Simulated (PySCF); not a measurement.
One ligand Y is varied and pulled off as a radical: Cd(Cl)1–Y. Gas-phase values, no solvent. One relaxed conformer stands for each flexible species; it need not be the lowest. Multiplicities are imposed; where one is given, others were not computed. Strings in code marks are SMILES.

Method: PBE-D3(BJ)/def2-TZVP // r2SCAN-D4/def2-SVP in PySCF. 

A: ligand removed as a radical ([Cd(Cl)])
B: Y = F
C: Y = CH3 ([Cd(Cl)(CH3)])
D: Y = Cl ([Cd(Cl)2])

Which member has the lowest mean distance from the central atom to its bonded neighbours?

B (2.096 Å); next is C (2.197 Å).
